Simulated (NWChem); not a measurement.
C4H9, doublet; SMILES C[C](C)C

Program: NWChem. Pople sets run with spherical d functions. Spin-unrestricted. Geometry: optimised at PBE0/def2-SVP, spin-unrestricted. No frequency run checked for a minimum. No stability test was run on the SCF state. Level: M06-2X/6-31G* with COSMO at NWChem's default radii, gas-phase geometry; rows give the dielectric constant. Reactions with the solvent are ignored.

```tsv
dielectric constant	electrostatic solvation energy (kcal/mol)	dipole in solution (D)
2.0	-0.4	0.22
4.8	-0.6	0.25
7.6	-0.7	0.25
25.0	-0.7	0.26
37.5	-0.8	0.26
```
